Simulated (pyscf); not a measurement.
[HN–Ti(Cl)(Cl)–Cl]• + hydrogen (H₂) → H₂N–Ti(Cl)(Cl)–Cl + H atom (H•), a hydrogen abstraction (doublet surface; H–H broken, H–N formed). Structures and frequencies: ωB97X-D3(BJ)/def2-SVP in PySCF. Energies in kcal/mol from the separated reactants.

Small-basis levels: PySCF, no dispersion term, spherical d functions. AM1 to PM7: differences of heats of formation from MOPAC, which are fitted to 298 K values and so differ in kind from electronic energies by zero-point and thermal terms. GFN2-xTB: tblite. Open shells are spin-unrestricted. 

```tsv
level	barrier	reaction energy
HF/STO-3G	25.7	+9.6
SVWN5/6-31G*+LANL2DZ	-6.7	-13.7
B3LYP/3-21G	5.1	-4.4
M06-2X/6-31G*+LANL2DZ	6.5	-12.7
B3LYP/def2-SVP	4.6	-8.3
GFN2-xTB	-7.9	-22.2
PM6	22.7	+35.7
ωB97M-D3(BJ)/def2-TZVP	6.5	-11.4
```

Against the last row the barrier runs from -14.4 (GFN2-xTB) to +19.2 kcal/mol (HF/STO-3G). At SVWN5/6-31G*+LANL2DZ, GFN2-xTB, PM6 this geometry lies under one side, so the entry may be no barrier of that level: it is a single point on another level's saddle. ωB97M-D3(BJ)/def2-TZVP has limits of its own. One saddle was located; it need not be the lowest between these sides. The angle at the transferred H is 164°. Open-shell species with a d-block atom are single-reference here; other states, and whether the spin sits on metal or ligand, were not checked.
